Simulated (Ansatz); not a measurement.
Computed with Ansatz on PBE0-D4/def2-TZVP structures; ΔE is electronic, products minus reactants. CBS: MP2 limit from def2 TZ/QZ plus the TZ coupled-cluster correction, frozen cores. This one scheme is used for every species. One conformer a species, not always the lowest.

Consider the substitution at a C–S bond: `CSS` + `N=C(F)F` → `CN=C(F)F` + `SS`.

`CSS`:

```xyz
7

C     0.672    0.661    0.230
S     0.487   -0.864   -0.713
S    -1.530   -1.015   -0.950
H     0.250    0.558    1.230
H     0.208    1.497   -0.292
H     1.747    0.837    0.310
H    -1.834   -1.675    0.186
```

`N=C(F)F`:

Z-matrix (Å, degrees):
```
C
N 1 1.236
F 1 1.320 2 128.2
F 1 1.304 2 123.4 3 180.0
H 2 1.014 1 111.7 3 0.0
```

`CN=C(F)F`:

Z-matrix (Å, degrees):
```
C
N 1 1.442
H 1 1.092 2 108.7
H 1 1.092 2 108.6 3 -116.2
H 1 1.093 2 114.3 3 121.9
C 2 1.231 1 120.9 3 -121.2
F 6 1.309 2 123.5 1 180.0
F 6 1.324 2 128.3 1 -0.0
```

`SS`:

Cartesian coordinates in Å:
```
S -1.005 -0.229 -0.450
S 0.849 0.632 -0.382
H -0.665 -1.473 -0.060
H 0.822 1.069 0.892
```

| species | CCSD(T)/CBS(def2) energy (Eh) |
| --- | --- |
| `CSS` | -836.00794 |
| `N=C(F)F` | -292.91376 |
| `CN=C(F)F` | -332.16434 |
| `SS` | -796.74576 |

Task: Work out ΔE.

Result: ΔE = (-332.16434) + (-796.74576) − (-836.00794) − (-292.91376) = 0.01160 Eh = +0.32 eV.

Largest T1 diagnostic among the species: 0.013.

In def2-TZVPP, CCSD(T) changes the Hartree–Fock value by +0.05 eV (the triples alone add +0.02 eV) and MP2 by +0.10 eV. Leaving LDA and LC-ωPBE aside and taking each functional with its dispersion term where it has one, the values, not all of them listed here, spread over 0.08 eV, from CAM-B3LYP-D4 to revPBE-D4. LDA lies −0.05 eV from PBE without D4.
